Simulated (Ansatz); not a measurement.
The first iterations of a band of ClH + H4Si (7 atoms, charge 0, multiplicity 1).

All numbers below come from Ansatz 0.2.0, RKS r2SCAN-D4/6-31G*.

* movable images: 7
* climbing image: yes
* spring: 5.0 eV/Å²
* optimiser: fire
* start path: through a guess of the saddle point
* force threshold: 0.03 eV/Å
* iteration limit: 60
* end points: relaxed
* largest step: 0.5 Å

Initial state:

```xyz
7
Properties=species:S:1:pos:R:3
Si 0.356 0.000 -0.157
H 0.278 0.000 1.335
H 1.786 0.000 -0.558
H -0.320 1.218 -0.673
H -0.320 -1.218 -0.673
Cl -3.128 0.000 1.647
H -1.911 0.000 2.067
```

Final state:

```xyz
7
Properties=species:S:1:pos:R:3
Si -0.419 0.000 -0.798
H -0.019 0.000 3.561
H 0.711 0.000 0.162
H -0.375 1.217 -1.645
H -0.375 -1.217 -1.645
Cl -2.192 0.000 0.267
H -0.590 0.000 3.086
```

| iteration | highest image above the first end (eV) | largest band force component (eV/Å) |
| --- | --- | --- |
| 1 | 2.848 | 7.235 |
| 2 | 2.673 | 2.030 |
| 3 | 2.433 | 2.913 |
| 4 | 2.414 | 2.531 |
| 5 | 2.377 | 1.816 |
| 6 | 2.325 | 1.233 |
| 7 | 2.310 | 1.160 |
| 8 | 2.280 | 1.138 |
| 9 | 2.237 | 1.111 |
| 10 | 2.183 | 1.074 |
| 11 | 2.119 | 1.026 |
| 12 | 2.049 | 0.968 |
| 13 | 1.967 | 0.911 |
| 14 | 1.876 | 0.838 |
| 15 | 1.781 | 0.729 |
| 16 | 1.684 | 0.690 |
| 17 | 1.589 | 0.762 |

**Question.** Does the band converge within its limit, and where does its top end?

**Answer.** It converged. It ended after 53 iterations with the highest image 1.719 eV above the first end. Another band between the same ends (7 images) ends at a top of the same energy, where a vibrational analysis finds 1 clearly imaginary mode. The orbitals stay closed-shell, which can raise the energy where a bond breaks towards radicals; this wasn't checked here.

Time of the run: 11 min on 1 thread of Arm Neoverse V2 (shared host), peak memory 0.11 GiB.
